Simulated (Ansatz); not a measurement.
System: C2H2 (charge +1, doublet). SMILES of the parent species: C#C
Structure (B3LYP-D3(BJ)/def2-TZVP (Ansatz, a program for electronic structure) minimum search):
```xyz
4

C      0.0000     0.0000    -0.6217
C      0.0000     0.0000     0.6217
H      0.0000     0.0000     1.7012
H      0.0000     0.0000    -1.7012
```
Charge +1, spin multiplicity 2.

Question: Give the harmonic wavenumbers at B3LYP-D3(BJ)/def2-TZVP (Ansatz, finite differences of forces, unscaled).

Answer: 630, 719, 757, 793, 1894, 3257, 3355 cm⁻¹. Zero-point energy 16.3 kcal/mol.

Question: From these and the geometry, give the ideal-gas thermochemistry at 298.15 K and 1 atm (rigid rotor, harmonic oscillator).

Answer: Point group D∞h, rotational symmetry number 2. Rotational constants 33.43, 33.43 GHz. S(trans) 35.71, S(rot) 10.99, S(vib) 1.15, S(elec, spin only) 1.38, S 49.2 cal/(mol K). H(298) - H(0) 2.34 kcal/mol; G - E(el) 4.0 kcal/mol.
